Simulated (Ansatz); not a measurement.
The input, for Ansatz 0.2.0:

```yaml
crystal:
  periodic: [false, false, false]
  atoms:
    - {symbol: Ti, position_ang: [0.000000, 0.000000, 0.000000]}
    - {symbol: N, position_ang: [0.000000, 0.000000, 2.039600]}
basis:
  gaussian: {orbitals: def2-TZVPP}
magnetization: {spin_polarized: true, initial_magnetization: 3}
correlation: {method: ccsd_t, electrons: outside_noble_gas}
```

```sh
$ ansatz run in.yaml --threads 2 --pin off --events-out ev --progress --plain --max-ram 24576MiB --backend cuda --devices 0, --max-vram 18GiB
```

Output:

```
634 factors; integrals over basis functions are off by at most 1.0e-3 eV
mean field evaluation 1: about -24557.2363 eV, gradient 3.3e1 eV
mean field evaluation 2: about -24557.2413 eV, gradient 3.3e1 eV
mean field evaluation 4: about -24563.8463 eV, gradient 5.8e0 eV
mean field evaluation 8: about -24564.3540 eV, gradient 1.3e0 eV
mean field evaluation 16: about -24566.0815 eV, gradient 2.8e-1 eV
mean field evaluation 32: about -24550.5516 eV, gradient 6.1e1 eV
mean field evaluation 64: about -24565.7444 eV, gradient 2.3e-3 eV
mean field evaluation 96: about -24566.0678 eV, gradient 2.6e-1 eV
mean field evaluation 128: about -24566.0100 eV, gradient 7.9e-1 eV
mean field evaluation 160: about -24566.1985 eV, gradient 3.7e-1 eV
...
mean field evaluation 3744: about -24563.5454 eV, gradient 7.7e-2 eV
mean field evaluation 3776: about -24565.5429 eV, gradient 6.0e-6 eV
mean field evaluation 3808: about -24564.5073 eV, gradient 3.3e0 eV
mean field evaluation 3840: about -24566.1739 eV, gradient 1.3e-5 eV
mean field evaluation 3872: about -24565.6357 eV, gradient 6.5e-5 eV
mean field evaluation 3904: about -24564.6459 eV, gradient 2.1e-4 eV
mean field evaluation 3936: about -24563.9355 eV, gradient 9.6e-4 eV
mean field -24566.29465884 eV, -902.7946770800 hartree, gradient 6.9e-9 eV, S^2 4.686553; 100 other end points of the search recorded, 0 dependent functions left out
determinant -24566.29465884 eV, -902.7946770800 hartree, with singles and doubles -24571.92159067 eV, -903.0014630105 hartree
determinant -24566.24631827 eV, -902.7929005967 hartree, with singles and doubles -24571.50346005 eV, -902.9860969936 hartree
determinant -24566.17393112 eV, -902.7902404178 hartree, with singles and doubles -24571.45537764 eV, -902.9843299975 hartree
determinant -24566.15599403 eV, -902.7895812420 hartree, with singles and doubles -24571.93418030 eV, -903.0019256709 hartree
determinant -24566.08242378 eV, -902.7868775850 hartree, with singles and doubles -24571.99629985 eV, -903.0042085224 hartree
determinant -24566.01106700 eV, -902.7842552718 hartree, with singles and doubles -24571.38164149 eV, -902.9816202440 hartree
determinant -24566.00098849 eV, -902.7838848934 hartree, with singles and doubles -24571.74885896 eV, -902.9951152371 hartree
determinant -24565.99738541 eV, -902.7837524826 hartree, with singles and doubles -24571.34508893 eV, -902.9802769622 hartree
determinant -24565.91623029 eV, -902.7807700871 hartree, with singles and doubles -24571.53848345 eV, -902.9873840800 hartree
determinant -24565.90816108 eV, -902.7804735489 hartree, with singles and doubles -24571.18041993 eV, -902.9742254883 hartree
determinant -24565.88656884 eV, -902.7796800490 hartree, with singles and doubles -24571.20625210 eV, -902.9751748028 hartree
determinant -24565.87112856 eV, -902.7791126289 hartree, with singles and doubles -24571.42040979 eV, -902.9830449530 hartree
determinant -24565.77857875 eV, -902.7757114863 hartree, with singles and doubles -24571.15253898 eV, -902.9732008821 hartree
determinant -24565.74436601 eV, -902.7744541912 hartree, with singles and doubles -24571.24900850 eV, -902.9767460715 hartree
determinant -24565.74135624 eV, -902.7743435842 hartree, with singles and doubles -24571.22692706 eV, -902.9759345936 hartree
determinant -24565.69675014 eV, -902.7727043405 hartree, with singles and doubles -24571.17837588 eV, -902.9741503707 hartree
determinant -24565.66746774 eV, -902.7716282321 hartree, with singles and doubles -24571.16990067 eV, -902.9738389124 hartree
determinant -24565.66511129 eV, -902.7715416340 hartree, with singles and doubles -24571.57438993 eV, -902.9887036188 hartree
determinant -24565.63567637 eV, -902.7704599208 hartree, with singles and doubles -24571.21147055 eV, -902.9753665774 hartree
determinant -24565.60954860 eV, -902.7694997429 hartree, with singles and doubles -24570.79940352 eV, -902.9602233932 hartree
determinant -24565.60658767 eV, -902.7693909306 hartree, with singles and doubles -24570.79373774 eV, -902.9600151797 hartree
determinant -24565.54293106 eV, -902.7670515933 hartree, with singles and doubles -24571.00314170 eV, -902.9677106333 hartree
determinant -24565.49222734 eV, -902.7651882662 hartree, with singles and doubles -24571.37257275 eV, -902.9812869739 hartree
determinant -24565.46389112 eV, -902.7641469291 hartree, with singles and doubles -24571.00493119 eV, -902.9677763960 hartree
determinant -24565.44437386 eV, -902.7634296833 hartree, with singles and doubles -24570.87785610 eV, -902.9631064726 hartree
determinant -24565.43935733 eV, -902.7632453289 hartree, with singles and doubles -24570.93907247 eV, -902.9653561325 hartree
determinant -24565.39433477 eV, -902.7615907806 hartree, with singles and doubles -24570.66003932 eV, -902.9551018535 hartree
determinant -24565.39198999 eV, -902.7615046114 hartree, with singles and doubles -24570.83803323 eV, -902.9616430090 hartree
determinant -24565.34920426 eV, -902.7599322649 hartree, with singles and doubles -24570.83464758 eV, -902.9615185886 hartree
determinant -24565.30724834 eV, -902.7583904134 hartree, with singles and doubles -24570.81331973 eV, -902.9607348047 hartree
determinant -24565.23649743 eV, -902.7557903651 hartree, with singles and doubles -24571.63529311 eV, -902.9909417691 hartree
determinant -24565.22972522 eV, -902.7555414910 hartree, with singles and doubles -24570.61261007 eV, -902.9533588607 hartree
determinant -24564.86593431 eV, -902.7421724217 hartree, with singles and doubles -24570.68979262 eV, -902.9561952670 hartree
determinant -24564.72063486 eV, -902.7368327655 hartree, with singles and doubles -24570.75913694 eV, -902.9587436237 hartree
determinant -24564.64590714 eV, -902.7340865724 hartree, with singles and doubles -24571.28985605 eV, -902.9782471914 hartree
determinant -24564.57530673 eV, -902.7314920551 hartree, with singles and doubles -24571.01112978 eV, -902.9680041901 hartree
determinant -24564.51379992 eV, -902.7292317214 hartree, with singles and doubles -24570.49190765 eV, -902.9489231284 hartree
determinant -24564.44857314 eV, -902.7268346815 hartree, with singles and doubles -24570.19292698 eV, -902.9379357916 hartree
determinant -24564.42731642 eV, -902.7260535116 hartree, with singles and doubles -24570.73907000 eV, -902.9580061774 hartree
determinant -24564.35008527 eV, -902.7232153191 hartree, with singles and doubles -24570.19107978 eV, -902.9378679083 hartree
determinant -24564.31067378 eV, -902.7217669738 hartree, with singles and doubles -24572.00333371 eV, -903.0044670116 hartree
determinant -24564.29127786 eV, -902.7210541866 hartree, with singles and doubles -24572.00486351 eV, -903.0045232309 hartree
determinant -24564.22178417 eV, -902.7185003408 hartree, with singles and doubles -24571.99349929 eV, -903.0041056036 hartree
determinant -24564.21316835 eV, -902.7181837153 hartree, with singles and doubles -24570.69333395 eV, -902.9563254085 hartree
determinant -24564.14004775 eV, -902.7154965828 hartree, with singles and doubles -24570.07369089 eV, -902.9335539462 hartree
determinant -24564.03532547 eV, -902.7116481099 hartree, with singles and doubles -24569.99113485 eV, -902.9305200678 hartree
determinant -24564.01180572 eV, -902.7107837752 hartree, with singles and doubles -24571.23780748 eV, -902.9763344416 hartree
determinant -24563.99236368 eV, -902.7100692932 hartree, with singles and doubles -24569.41508663 eV, -902.9093506861 hartree
determinant -24563.96385151 eV, -902.7090214901 hartree, with singles and doubles -24569.25969601 eV, -902.9036401860 hartree
determinant -24563.95722676 eV, -902.7087780351 hartree, with singles and doubles -24570.46447155 eV, -902.9479148705 hartree
determinant -24563.93545117 eV, -902.7079777972 hartree, with singles and doubles -24570.41914120 eV, -902.9462490108 hartree
determinant -24563.91769100 eV, -902.7073251229 hartree, with singles and doubles -24571.10922283 eV, -902.9716090429 hartree
determinant -24563.64991875 eV, -902.6974846742 hartree, with singles and doubles -24568.78368510 eV, -902.8861471078 hartree
determinant -24563.64018632 eV, -902.6971270140 hartree, with singles and doubles -24569.63031334 eV, -902.9172601216 hartree
determinant -24563.62461225 eV, -902.6965546774 hartree, with singles and doubles -24570.91737282 eV, -902.9645586852 hartree
determinant -24563.47140437 eV, -902.6909243917 hartree, with singles and doubles -24571.21069984 eV, -902.9753382543 hartree
determinant -24563.46066964 eV, -902.6905298978 hartree, with singles and doubles -24570.27077466 eV, -902.9407966411 hartree
determinant -24563.45133994 eV, -902.6901870374 hartree, with singles and doubles -24571.16808264 eV, -902.9737721011 hartree
determinant -24563.35133724 eV, -902.6865120060 hartree, with singles and doubles -24568.92778426 eV, -902.8914426543 hartree
determinant -24563.15149596 eV, -902.6791679746 hartree, with singles and doubles -24569.26880462 eV, -902.9039749211 hartree
determinant -24562.98214052 eV, -902.6729442767 hart
```

Ran on 2 threads of AMD EPYC 7R13 with a shared H100 80 GB, shared host: 2.2 min wall, 0.84 GiB peak host memory.
